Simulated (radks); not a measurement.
# F⁴⁺ in [He] 2s2 2p1: an all-electron calculation

The task here is to estimate one member of a computed series from the others.

The numbers are computed with radks (a radial shooting solver on a logarithmic mesh, Libxc functionals) version 1 (non-relativistic Kohn-Sham, PBEsol, spin-polarised, spherical densities, point nucleus; open shells are filled with parallel spins first), except any that are marked as measured or tabulated.

## The system

```
element       : fluorine (Z = 9)
charge        : +4
electrons     : 5
configuration : [He] 2s2 2p1
```

Outer shells as boxes (Hund's rule):

F⁴⁺
```
[He] core
2s [↑↓]
2p [↑ ][  ][  ]
```

The first run:

Input:

```text
Z 9
configuration [He] 2s2 2p1
relativity non-relativistic
functional pbe_sol,pbe_sol
spin polarised
nucleus point
```

The run is started by

```console
python run_ks.py task.json out
```

All runs below come from this command, one after another.

Among the steps run: Self-consistent calculation.

One table of the session follows, with a row left open; its other results are not shown here.

It belongs to the step «Radial structure». Sizes of the orbitals, from the radial functions (bohr):

```
  level     <r>  outermost maximum (interpolated)  90 % within
  1s up  0.1765                             0.115        0.316
1s down  0.1761                             0.115        0.315
  2s up  0.8368                             0.698         1.29
2s down  0.8457                             0.703         1.31
  2p up  0.7688                             0.595         1.25
2p down       ?                                 ?            ?
```

Q: Estimate the row for 2p down from the others.

**Answer.** <r>: 0.7806; outermost maximum (interpolated): 0.602; 90 % within: 1.28. In the column «<r>» it lies between 2p up (0.7688) and 2s up (0.8368).

Limits of these values: Open shells are spherical and high-spin; term and fine-structure splittings are not resolved.
